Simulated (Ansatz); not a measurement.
C₃H₁₀NP, SMILES `CP(C)(C)=N`. Total charge 0; spin multiplicity 1. Geometry: relaxed with PBE0-D4/def2-TZVP. It is one conformer, not always the lowest.

```xyz
15

C     0.518   -1.010   -1.210
P    -0.009    0.403   -0.189
C    -1.541   -0.218    0.574
C     1.182    0.462    1.159
N    -0.042    1.811   -0.853
H    -0.198   -1.148   -2.024
H     0.583   -1.936   -0.635
H     1.492   -0.781   -1.646
H    -2.302   -0.338   -0.201
H    -1.898    0.522    1.292
H    -1.396   -1.176    1.078
H     1.255   -0.498    1.672
H     0.872    1.234    1.864
H     2.155    0.737    0.752
H    -0.671    1.936   -1.634
```

(1) What is the dipole moment at ωB97M-V/def2-TZVPP? (Best estimate.)

(2) And with PBE, r2SCAN, B3LYP? (Estimate.)

(3) Give the Mulliken charges with ωB97M-V, B3LYP, r2SCAN in def2-TZVPP. (Estimate.)

Results:

(1) Ansatz gave: 3.58 D, with components (-0.56, -3.43, 0.87) D in this frame, pointing from negative to positive charge.

(2) Computed: PBE 3.31 D, r2SCAN 3.45 D, B3LYP 3.51 D.

(3) Ansatz gave: 
| atom | ωB97M-V | B3LYP | r2SCAN |
| --- | --- | --- | --- |
| C1 | -0.39 | -0.33 | -0.26 |
| P2 | 0.46 | 0.48 | 0.54 |
| C3 | -0.39 | -0.33 | -0.26 |
| C4 | -0.35 | -0.30 | -0.22 |
| N5 | -0.55 | -0.57 | -0.62 |
| H6 | 0.12 | 0.10 | 0.07 |
| H7 | 0.11 | 0.09 | 0.06 |
| H8 | 0.14 | 0.12 | 0.09 |
| H9 | 0.12 | 0.10 | 0.07 |
| H10 | 0.14 | 0.12 | 0.09 |
| H11 | 0.11 | 0.09 | 0.06 |
| H12 | 0.11 | 0.09 | 0.06 |
| H13 | 0.14 | 0.12 | 0.09 |
| H14 | 0.14 | 0.12 | 0.09 |
| H15 | 0.09 | 0.11 | 0.13 |

B3LYP here is the variant with VWN-RPA as its local correlation; programs differ in this.
